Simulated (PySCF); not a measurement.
# A search over the determinants of NaAl

Unrestricted PBE0; PySCF, no relativity, basis sets Na def2-TZVP, Al def2-TZVP. Outer shells of the fragments: Na 3s1; Al 3s2 3p1.

Followed along the bond (rough minima from three points):

```
2Ms+1  unpaired  ⟨S²⟩ at the start  R at minimum (Å)  Te (eV)
    1      none               0.00              3.15     0.00
    3  σ ↑, π ↑               2.01              2.98     0.09
    1  σ ↑, π ↓               1.02              3.04     0.25
    3      π ↑↑               2.01              2.68     0.97
    1      π ↑↓               1.02              2.69     1.12
```

Solutions found at the starting distance of 2.770 Å, counted from the lowest of them; the search is not exhaustive and high or unbound solutions are not listed, so other states can lie among these:

```
2Ms+1  unpaired   term  E (eV)  ⟨S²⟩  ⟨Lz²⟩  μ (D)
    3  σ ↑, π ↑     ³Π    0.00  2.01   1.01  -4.62
    1      none    ¹Σ⁺    0.03  0.00   0.00  -2.73
    1  σ ↑, π ↓  mixed    0.18  1.02   1.01  -4.38
    3      π ↑↑    ³Σ⁻    0.85  2.01   0.00  -6.72
    1      π ↑↓  mixed    1.00  1.02   2.04  -6.55
    3      σ ↑↑    ³Σ⁺    1.14  2.01   0.00   4.80
```

A term symbol is given only where ⟨S²⟩ and ⟨Lz²⟩ are close to those of a pure state; real π, δ and φ orbitals otherwise mix terms. A positive dipole means Na(−)Al(+).

Q: Compare the gap between the two lowest followed solutions at the starting distance with the gap between their minima.

A: At PBE0 the second solution (triplet, unpaired electrons σ ↑, π ↑) lies -0.03 eV from the first (singlet, closed shell) at 2.770 Å and +0.09 eV at the minima; the two curves relax by different amounts, since their minima lie near 2.98 and 3.15 Å.

Counting both spins, an empty level lies below a filled one in some of these solutions, because spin and occupation are held.
